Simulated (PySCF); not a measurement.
Stepwise substitution at one centre (Al F-SiH3). Isolated molecules, 0 K electronic values unless said otherwise. Strings in code marks are SMILES.

The LUMO from two functionals at the same geometries (PBE0-D4/def2-TZVP), both in PySCF: PBE-D3(BJ)/def2-TZVP and PBE0-D4/def2-TZVP. 

```
species                                                 PBE0-D4/def2-TZVP (eV)
------------------------------------------------------  ----------------------
0 of 3 F replaced by SiH3                                                -1.49
1 of 3 F replaced by SiH3 (`[F][Al]([F])[SiH3]`)                         -1.47
2 of 3 F replaced by SiH3 (`[F][Al]([SiH3])[SiH3]`)                      -2.11
3 of 3 F replaced by SiH3 (`[SiH3][Al]([SiH3])[SiH3]`)                   -2.64
```

**Question.** What does PBE-D3(BJ)/def2-TZVP give for each?

**Answer.** 
- 0 of 3 F replaced by SiH3: -2.39
- 1 of 3 F replaced by SiH3 (`[F][Al]([F])[SiH3]`): -2.22
- 2 of 3 F replaced by SiH3 (`[F][Al]([SiH3])[SiH3]`): -2.84
- 3 of 3 F replaced by SiH3 (`[SiH3][Al]([SiH3])[SiH3]`): -3.36
Over these rows, drawn at random from the members with no instability flagged (it was tested for open shells, ions and some series alone), PBE minus PBE0-D4: mean -0.77 eV, from -0.89 eV to -0.72 eV.
